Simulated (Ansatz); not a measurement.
Zinc-blende CdS (metastable phase): LDA at its full settings (plane-wave cutoff 520 eV, 10×10×10 k mesh, Fermi–Dirac smearing 0.01 eV, scalar-relativistic PAW data made under PBE) and at cheaper ones, in a cell of 2 atoms with Γ-centred meshes.

```json
[
 {"level and setting": "LDA (Ansatz)", "equilibrium lattice constant a (Å)": "5.757", "bulk modulus (GPa)": "68.0"},
 {"level and setting": "LDA (2×2×2 k mesh) (Ansatz)", "equilibrium lattice constant a (Å)": "5.859", "bulk modulus (GPa)": "59.1"},
 {"level and setting": "LDA (4×4×4 k mesh) (Ansatz)", "equilibrium lattice constant a (Å)": "[?]", "bulk modulus (GPa)": "67.8"}
]
```

Q: Complete the blanks.

A: 
- LDA (4×4×4 k mesh) (Ansatz, a quantum-chemistry and plane-wave program), equilibrium lattice constant a (Å): 5.762

Largest shifts from the full settings: lattice constant a +1.77 % (LDA (2×2×2 k mesh)), against a difference of -1.29 % of the full result from the reference 5.832 Å (measured, room temperature, not corrected to a static lattice, sources range from 5.818 to 5.832; as tabulated in arXiv:1206.3780); bulk modulus -13.1 % (LDA (2×2×2 k mesh)).

Ansatz's density-functional and Hartree–Fock values are scalar-relativistic unless marked +SOC, with PAW data made under PBE.

Run with cheap settings on purpose, which may leave them unconverged: LDA (2×2×2 k mesh), LDA (4×4×4 k mesh).
